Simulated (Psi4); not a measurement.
Reaction (SMILES): N#N (N2) + H+ → [NH+]#N
B3LYP-D3(BJ)/def2-TZVP geometries, fixed; electronic energies without zero-point terms; positive where energy is released.

Basis-set convergence of the proton affinity at B3LYP with Psi4. Cartesian d functions, on some or all atoms, in 6-31G**; all else is spherical. Density fitting with the program's default auxiliary sets. Psi4's default fitting sets serve the pcseg sets less well. No added dispersion term, no relativity. Functions are those of the species that has most. Reference: the value in aug-cc-pVQZ, 122.66 kcal/mol, itself unsure by roughly 0.20 kcal/mol (its mean distance from cc-pV5Z, def2-QZVPPD, def2-QZVPP). Deviations are taken from unrounded values.

```csv
basis,functions,proton affinity (kcal/mol),minus reference (kcal/mol)
STO-3G,11,133.93,11.27
pcseg-0,20,119.14,-3.53
def2-SV(P),30,120.57,-2.09
cc-pVDZ,33,124.82,2.16
6-31G**,35,124.06,1.39
aug-cc-pVDZ,55,120.43,-2.23
pcseg-2,74,122.79,0.12
def2-QZVPP,144,123.03,0.37
def2-QZVPPD,159,122.66,-0.01
```

The smallest set listed that lies within 1 kcal/mol of the reference with all its larger relatives (same family, alike in diffuse functions; a set with none counts only in the reference's own line) is pcseg-2 (74 functions, 0.12 kcal/mol off). Inside, with no larger relative to test it: def2-QZVPP, def2-QZVPPD. (Relatives not listed, tested too: pcseg-3 0.17, pcseg-4 0.04 kcal/mol.)
